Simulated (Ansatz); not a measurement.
# AlPH3 (doublet): the correlation ladder, cc-pVDZ

An exercise on one series of results from a longer session: the logs are not shown, and one member is left open.

Method: cc-pVDZ, core rule «outside noble gas», up to 10 orbitals frozen; program: Ansatz 0.2.0, Gaussian basis.

To be run: UHF; CCSD(T) on ROHF; CCSD(T) on UHF; BCCD(T) on ROHF; CISD; CCSDT(Q) on ROHF; CCSDT(Q) on UHF.

21 further runs of the same task are left out: 7 that didn't finish, 14 set aside as unsound or not needed.

## What is computed

The geometry is a PBE0/def2-TZVP stationary point (not a proven minimum).

5 atoms, charge 0, spin multiplicity 2.

Atoms are counted from 1 here; the program's logs count them from 0.

Bond lengths: Al1–P2 2.345 Å, Al1–H3 1.606 Å, P2–H4 1.424 Å, P2–H5 1.419 Å. Angles: P2–Al1–H3 115.6°, Al1–P2–H4 91.6°, Al1–P2–H5 95.5°, H4–P2–H5 94.5°.

As a file:

```
atom    x (Å)    y (Å)    z (Å)
 Al1   0.0423  -0.1196   1.2542
  P2  -0.0905   0.0684  -1.0795
  H3  -0.0527   1.2620   2.0668
  H4   1.0351   0.9397  -1.1140
  H5   0.6648  -1.1014  -1.3537
```

The first run:

in.yaml reads:

```yaml
crystal:
  periodic: [false, false, false]
  atoms:
    - {symbol: Al, position_ang: [0.042298, -0.119616, 1.254150]}
    - {symbol: P, position_ang: [-0.090450, 0.068392, -1.079457]}
    - {symbol: H, position_ang: [-0.052697, 1.261982, 2.066825]}
    - {symbol: H, position_ang: [1.035122, 0.939745, -1.114035]}
    - {symbol: H, position_ang: [0.664801, -1.101382, -1.353659]}
basis:
  gaussian: {orbitals: cc-pVDZ}
magnetization: {spin_polarized: true, initial_magnetization: 1}
hamiltonian: {xc: hf}
output: {orbitals: {seedname: orbitals}}
```

Run with:

```bash
> ansatz run in.yaml --threads 1 --pin off --events-out ev --progress --plain --max-ram 2393MiB
```

Steps of the session up to this table: UHF; CCSD(T) on ROHF; CCSD(T) on UHF; BCCD(T) on ROHF; CISD; CCSDT(Q) on ROHF; CCSDT(Q) on UHF.

One table of the session follows, with a row left open; its other results are not shown here.

It belongs to the step «Misses and costs». 

```
   method  from UCCSDT(Q) (meV)
     ROHF               +5950.9
      UHF               +5918.0
     RMP2               +1196.5
     UMP2               +1191.6
     CISD                +671.9
    RCCSD                +208.2
    UCCSD                +206.7
 RCCSD(T)                 +40.5
 UCCSD(T)                 +40.3
  BCCD(T)                 +39.8
   RCCSDT                 +10.6
   UCCSDT                     ?
RCCSDT(Q)                  +0.7
UCCSDT(Q)                     0
```

Q: Estimate the row for UCCSDT from the others.

The run gave: from UCCSDT(Q) (meV): +10.2. In the column «from UCCSDT(Q) (meV)» it lies between RCCSDT(Q) (+0.7) and RCCSDT (+10.6).

With the free atoms at the same levels and basis (separate runs), the atomisation energy is 10.247 eV at UCCSDT(Q), 10.227 eV at RCCSD(T), 10.226 eV at UCCSD(T), 7.947 eV at ROHF.

Caveats from the session: Restricted and unrestricted rows rest on different reference determinants; where their highest levels disagree by more than a few hundredths of an eV, they describe different states and don't form one ladder.
